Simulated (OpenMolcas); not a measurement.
# FNO-MP2/cc-pV(T+d)Z (RICD fitting, virtual fraction 0.4) run of BH2Cl (SMILES BCl)

What is the energy difference between two shapes of BH2Cl at FNO-MP2/cc-pV(T+d)Z (RICD fitting, virtual fraction 0.4)? 

The results are computed with OpenMolcas 26.06.

4 further runs of the same task are left out: 4 set aside as unsound or not needed.

### Step 1. The molecule

BH2Cl has 4 atoms, charge 0, and is taken as a singlet. SMILES: `BCl`. The shape is that of a PBE0-D4/def2-TZVP optimisation.

Bond lengths: B1–Cl2 1.733 Å, B1–H3 1.190 Å, B1–H4 1.190 Å. Angles: Cl2–B1–H3 118.1°, Cl2–B1–H4 118.1°, H3–B1–H4 123.7°.

### Step 2. A single-point energy at FNO-MP2/cc-pV(T+d)Z (RICD fitting, virtual fraction 0.4)

geom.xyz

```xyz
4

B     -0.116700     0.021700    -0.075300
Cl     1.365000    -0.395300     0.721200
H     -1.106200    -0.559500     0.240400
H     -0.086600     0.872800    -0.906600
```

calc.inp

```
* BClH2 FNO-MP2
>>> EXPORT MOLCAS_PRINT=2

&gateway
 baslib=$CurrDir
 coord=geom.xyz
 basis=cc-pVTpdZ
 group=NoSym
 ricd

&seward

&scf
 prorbitals=1 1

&mbpt2
 fnomp2=0.4
 domp2
 frozen=6
```

The basis set cc-pV(T+d)Z is read from a file made from the Basis Set Exchange's data (not shown).

On the command line:

```
$ export MOLCAS_MEM=1860
$ pymolcas calc.inp > calc.log
```

The log of the run (excerpt; [...] marks lines left out):

```text
--- Start Module: gateway ---
[...]
--- Stop Module: gateway /rc=_RC_ALL_IS_WELL_ ---
[...]
      Basis functions           97
[...]
--- Start Module: scf ---
[...]
       Convergence after  10 Iterations
[...]
::    Total SCF energy                               -485.3983345920
[...]
      Total spin, S                                     0.0000000000
[...]
      Total electronic charge=   24.000000
      Total            charge=   -0.000000
[...]
      Dipole Moment (debye):
      Origin of the operator (angstrom)=    0.9427   -0.2765    0.4942
                   X= -7.4813E-01               Y=  2.1066E-01               Z= -4.0229E-01           Total=  8.7517E-01
      Quadrupole Moment (debye*angstrom):
[...]
--- Stop Module: scf /rc=_RC_ALL_IS_WELL_ ---
[...]
--- Start Module: mbpt2 ---
[...]
WARNING!
Default frozen orbitals as non valence orbitals is overwritten by user input.
Default values:   6
[...]
       Reference weight ( Cref**2 )         =        0.90796
::    Total MBPT2 energy                             -485.6732132420
[...]
--- Stop Module: mbpt2 /rc=_RC_ALL_IS_WELL_ ---
[...]
```

Run time: 3.9 s. Hardware: 1 thread of Arm Neoverse V1, shared host; peak memory 0.2 GiB.

### Step 3. The distorted shape

geom.xyz

```xyz
4

B     -0.209015    -0.034857    -0.018324
Cl     1.445215    -0.397829     0.805993
H     -1.112604    -0.544053     0.340564
H     -0.213283     0.979549    -1.052261
```

calc.input

```
&gateway
 baslib=$CurrDir
 coord=geom.xyz
 basis=cc-pVTpdZ
 group=NoSym
 ricd

&seward

&scf
 prorbitals=1 1

&mbpt2
 fnomp2=0.4
 domp2
 frozen=6
```

The basis set cc-pV(T+d)Z is read from a file made from the Basis Set Exchange's data (not shown).

On the command line:

```
$ export MOLCAS_MEM=1860
$ pymolcas calc.input > calc.log
```

The log of the run (excerpt; [...] marks lines left out):

```text
--- Start Module: gateway ---
[...]
--- Stop Module: gateway /rc=_RC_ALL_IS_WELL_ ---
[...]
      Basis functions           97
[...]
--- Start Module: scf ---
[...]
       Convergence after  10 Iterations
[...]
::    Total SCF energy                               -485.3647714578
[...]
      Total spin, S                                     0.0000000000
[...]
      Total electronic charge=   24.000000
      Total            charge=   -0.000000
[...]
      Dipole Moment (debye):
      Origin of the operator (angstrom)=    0.9772   -0.2887    0.5681
                   X= -1.4273E+00               Y= -1.1882E-02               Z= -4.2560E-01           Total=  1.4894E+00
      Quadrupole Moment (debye*angstrom):
[...]
--- Stop Module: scf /rc=_RC_ALL_IS_WELL_ ---
[...]
--- Start Module: mbpt2 ---
[...]
WARNING!
Default frozen orbitals as non valence orbitals is overwritten by user input.
Default values:   6
[...]
       Reference weight ( Cref**2 )         =        0.90485
::    Total MBPT2 energy                             -485.6401168550
[...]
--- Stop Module: mbpt2 /rc=_RC_ALL_IS_WELL_ ---
[...]
```

It took 3.9 s on 1 thread of Arm Neoverse V1, shared host; peak memory 0.2 GiB.

### Step 4. Results

At FNO-MP2/cc-pV(T+d)Z (RICD fitting, virtual fraction 0.4), 6 core orbitals frozen:

| quantity | value |
| --- | --- |
| first shape: total energy | -485.67321 Eh |
| first shape: dipole moment (mean-field density) | 0.88 D |
| first shape: HOMO energy (Hartree–Fock orbitals) | -11.95 eV |
| first shape: LUMO energy (Hartree–Fock orbitals) | 1.81 eV |
| first shape: HOMO–LUMO gap (Hartree–Fock orbitals) | 13.76 eV |
| first shape: correlation energy (6 core orbitals frozen) | -274.9 mEh |
| distorted shape: total energy | -485.64012 Eh |
| distorted shape: dipole moment (mean-field density) | 1.49 D |
| distorted shape: HOMO energy (Hartree–Fock orbitals) | -11.91 eV |
| distorted shape: LUMO energy (Hartree–Fock orbitals) | 1.40 eV |
| distorted shape: HOMO–LUMO gap (Hartree–Fock orbitals) | 13.31 eV |
| distorted shape: correlation energy (6 core orbitals frozen) | -275.3 mEh |
| energy change with the atoms displaced | 0.901 eV |

With the atoms displaced the energy rises by 0.90 eV (86.9 kJ/mol). The first shape isn't relaxed at this level, so the change isn't measured from a minimum.
